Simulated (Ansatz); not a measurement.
Geometry optimisation, RKS BLYP-D4/def2-SVP in Ansatz 0.2.0.

Input file:

```yaml
crystal:
  periodic: [false, false, false]
  atoms:
    - { symbol: B, position_ang: [0.424932, 0.02932, 0.051427] }
    - { symbol: "N", position_ang: [0.705722, -0.011416, 1.486968] }
    - { symbol: H, position_ang: [-0.019041, -0.127882, 2.198215] }
    - { symbol: H, position_ang: [1.66281, 0.054137, 1.839464] }
    - { symbol: H, position_ang: [1.355354, 0.160976, -0.68356] }
    - { symbol: Cl, position_ang: [-1.246878, -0.105135, -0.539914] }
basis:
  gaussian: { orbitals: def2-SVP }
hamiltonian:
  xc: blyp
  dispersion: d4
relax:
  f_tol: 0.03
  max_steps: 50
```

Launched with:

```bash
$ ansatz run input.yaml --threads 1 --pin off --max-ram 2048MiB --backend cpu --events-out ev --progress --plain --runs-dir out
```

Problem. Where does it end, and by what steps?

Solution. The forces met the threshold. After 5 steps the energy has fallen by 0.090 eV; B1 moved furthest, 0.05 Å.

```csv
step,energy less start (eV),largest force component (eV/Å),accepted
0,0.0000,2.545,yes
1,-0.0747,1.099,yes
2,-0.0844,0.289,yes
3,-0.0865,0.182,yes
4,-0.0898,0.036,yes
5,-0.0898,0.005,yes
```

```xyz
6
Properties=species:S:1:pos:R:3
B 0.448 0.030 0.091
N 0.703 -0.017 1.464
H -0.029 -0.126 2.169
H 1.646 0.056 1.846
H 1.347 0.161 -0.706
Cl -1.233 -0.104 -0.510
```

Whether the end is a true minimum wasn't checked by a vibrational analysis.

Run time: 10 s on 1 thread of Arm Neoverse V1 (shared host), peak memory 0.12 GiB.
